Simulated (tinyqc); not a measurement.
Inside a calculation. Method: RKS/BLYP in the sto-3g basis, for H2O, spin multiplicity 1. One step of it, computed by the program tinyqc.

Question. Iteration 1: diagonalisation and new density. Diagonalise F' = X^T F X, C = X C', fill 5 alpha and 5 beta electrons from the bottom; D = 2 C_occ C_occ^T. Each column has its largest component positive (the first on a tie).

Kohn-Sham matrix F (hartree), lower triangle:
```
             1O 1s      1O 2s    1O 2px     1O 2py     1O 2pz      2H 1s      3H 1s
1O 1s   -17.077303
1O 2s    -4.463808  -1.266809
1O 2px    0.000000   0.000000  0.605579
1O 2py    0.000000   0.000000  0.000000   0.449861
1O 2pz   -0.013802  -0.206726  0.000000   0.000000   0.521050
2H 1s    -0.930964  -0.533797  0.000000  -0.156039  -0.174539  -0.351981
3H 1s    -0.930964  -0.533797  0.000000   0.156039  -0.174539  -0.212643  -0.351981
```

X, lower triangle:
```
            1O 1s      1O 2s    1O 2px     1O 2py     1O 2pz      2H 1s     3H 1s
1O 1s    1.024052
1O 2s   -0.141440   1.217584
1O 2px   0.000000   0.000000  1.000000
1O 2py   0.000000   0.000000  0.000000   1.105630
1O 2pz  -0.008985   0.094163  0.000000   0.000000   1.045318
2H 1s    0.021321  -0.273590  0.000000  -0.218416  -0.132125   1.181882
3H 1s    0.021321  -0.273590  0.000000   0.218416  -0.132125  -0.075338  1.181882
```

Give: F' = X^T F X; orbital energies; coefficients C; D after iteration 1.

Answer.

F' = X^T F X (hartree), lower triangle:
```
          1        2       3        4        5        6        7
1  -16.7164
2   -2.4969  -0.2240
3    0.0000   0.0000  0.6056
4    0.0000   0.0000  0.0000   0.6873
5   -0.0259  -0.0470  0.0000   0.0000   0.6227
6   -0.1363  -0.2857  0.0000  -0.3022  -0.1998  -0.0746
7   -0.1363  -0.2857  0.0000   0.3022  -0.1998  -0.0687  -0.0746
```

orbital energies (hartree): MO1 -17.0899, MO2 -0.4569, MO3 -0.2095, MO4 0.3571, MO5 0.6056, MO6 0.7287, MO7 0.8909

coefficients C:
```
            MO1      MO2      MO3      MO4     MO5      MO6      MO7
1O 1s    0.9925  -0.1414   0.0000  -0.2458  0.0000  -0.0645   0.0000
1O 2s    0.0333   0.3440   0.0000   1.1631  0.0000   0.4347   0.0000
1O 2px   0.0000   0.0000   0.0000   0.0000  1.0000   0.0000   0.0000
1O 2py   0.0000   0.0000   0.1967   0.0000  0.0000   0.0000   1.1310
1O 2pz   0.0043   0.1415   0.0000  -0.1844  0.0000   1.0404   0.0000
2H 1s   -0.0078   0.4678   0.7086  -0.5280  0.0000  -0.4554  -0.5796
3H 1s   -0.0078   0.4678  -0.7086  -0.5280  0.0000  -0.4554   0.5796
```

D after iteration 1, lower triangle:
```
          1O 1s    1O 2s  1O 2px   1O 2py  1O 2pz    2H 1s   3H 1s
1O 1s    2.1310
1O 2s   -0.6030   2.9443
1O 2px   0.0000   0.0000  2.0000
1O 2py   0.0000   0.0000  0.0000   0.0774
1O 2pz   0.0592  -0.3312  0.0000   0.0000  0.1081
2H 1s    0.1118  -0.9068  0.0000   0.2788  0.3270   1.9995
3H 1s    0.1118  -0.9068  0.0000  -0.2788  0.3270  -0.0090  1.9995
```
